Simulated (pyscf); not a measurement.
PySCF, gas phase, ωB97X-D3(BJ)/def2-SVP geometries. Correlated levels are frozen-core, on RHF or UHF. ΔMP2 is the change of the MP2 total energy from the triple- to the quadruple-zeta basis.

SMILES: C[SiH]=C
```xyz
9

C      0.1130     0.5629    -2.6004
Si    -1.1461     0.7178    -1.4677
C     -1.0157     1.6364     0.1555
H      1.1021     1.0049    -2.4427
H     -0.0136     0.0131    -3.5381
H     -2.4789     0.1057    -1.7118
H     -1.1987     0.9605     1.0062
H     -1.7582     2.4486     0.2092
H     -0.0114     2.0724     0.2651
```
Charge 0, spin multiplicity 1.

### Question
What is the homolytic dissociation enthalpy (298 K, CCSD(T)/def2-TZVPP + ΔMP2(QZVPP)) of the C–Si bond of H₂C=SiH–CH₃ (SMILES C=[SiH]C), to [H₂C=SiH]• + CH₃•?

### Answer
C–Si to [H₂C=SiH]• + CH₃•: 370.6 kJ/mol. The radicals are drawn with the spin at the cut bond; how far it spreads was not checked. H₂C=SiH–CH₃ lies 31.2 kJ/mol over its isomer H₂C=CH–SiH₃, and others may lie lower still (electronic energy, ωB97M-D3(BJ)). Other isomers of [H₂C=SiH]• were not searched in full and may lie lower. The CCSD(T) − MP2 part came from Ansatz, without density fitting, on the same reference. An open-shell T1 diagnostic exceeds 0.045. A UHF reference is spin-contaminated (<S²> up to 1.18), which harms MP2 most.
